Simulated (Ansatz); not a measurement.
This geometry of CH5N2 (8 atoms, charge 0, multiplicity 2) is a first-order saddle point.

Level of theory: UKS B3LYP/def2-SVP (Ansatz 0.2.0).

```xyz
8
Properties=species:S:1:pos:R:3
N -0.373 0.853 -0.875
C -0.002 0.282 0.355
N 0.454 -1.056 0.302
H -0.747 0.167 -1.527
H -0.983 1.665 -0.797
H 0.450 0.989 1.066
H 1.378 -1.187 0.713
H -0.177 -1.713 0.763
```

**Question.** Which two structures does it join? (They come from a converged band through this point; their orientation in space is the band's.)

**Answer.** No bond is made or broken. The dihedral H6–C2–N3–H7 goes from 49 to -86°.

Initial state:

```xyz
8
Properties=species:S:1:pos:R:3
N -0.641 0.700 -0.793
C 0.125 0.326 0.340
N 0.788 -0.924 0.241
H -1.358 0.010 -1.025
H -1.112 1.589 -0.637
H 0.769 1.133 0.716
H 1.286 -1.141 1.101
H 0.143 -1.695 0.056
```

Final state:

```xyz
8
Properties=species:S:1:pos:R:3
N -0.234 0.770 -0.902
C -0.159 0.248 0.398
N 0.209 -1.107 0.441
H -0.798 0.187 -1.522
H -0.558 1.734 -0.935
H 0.205 0.964 1.156
H 1.102 -1.317 -0.024
H 0.232 -1.480 1.386
```

**Question.** How far does it lie above each of them?

**Answer.** 2.2 kJ/mol above the first and 7.2 kJ/mol above the second. This is the barrier of this one path; another mechanism may lie lower.

The run took 2.3 min on 1 thread of Intel(R) Xeon(R) Processor @ 2.70GHz (shared host), peak memory 0.16 GiB.
